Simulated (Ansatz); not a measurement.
**Worked example: correlation energy of As, quartet**

A free As atom.

Basis cc-pVTZ; Ansatz 0.2.0. Correlated methods freeze the noble-gas cores and the filled d shells of p-block atoms, which leaves 5 electrons in 29 orbitals. R marks a restricted (for open shells ROHF) determinant, U an unrestricted one. No spin–orbit coupling is included, and no scalar relativity.

Full CI isn't at hand for all of this; UCCSDT(Q) serves as the reference, and is uncertain by about the last step of the cluster series.

Runs differ by some tens of microhartree through their thresholds and, for an open shell, their frozen cores, so steps under 0.03 kcal/mol mean nothing.

| level | total energy (hartree) |
| --- | --- |
| UHF | -2234.237136 |
| UMP2 | -2234.308546 |
| UCCSD | -2234.322920 |
| UCCSD(T) | -2234.325764 |
| UCCSDT | -2234.326343 |
| UCCSDT(Q) | -2234.326415 |

Q: What is the correlation energy at UCCSDT(Q), and what share of it do UMP2 and UCCSD(T) recover?

A: E(corr) = -2234.326415 − (-2234.237136) = -0.089279 hartree = -2.429 eV. UMP2: -0.071410 / -0.089279 = 79.99 %. UCCSD(T): -0.088628 / -0.089279 = 99.27 %.

Q: By how many kcal/mol does UCCSD(T) miss UCCSDT(Q) (1 hartree = 627.509 kcal/mol), and which steps make up the rest?

A: -2234.325764 − (-2234.326415) = 0.000651 hartree = 0.41 kcal/mol. Steps: UCCSDT − UCCSD(T) = -0.36, UCCSDT(Q) − UCCSDT = -0.05 kcal/mol. That is within 1 kcal/mol of the reference in this basis, which itself misses far more of the correlation at the basis-set limit.
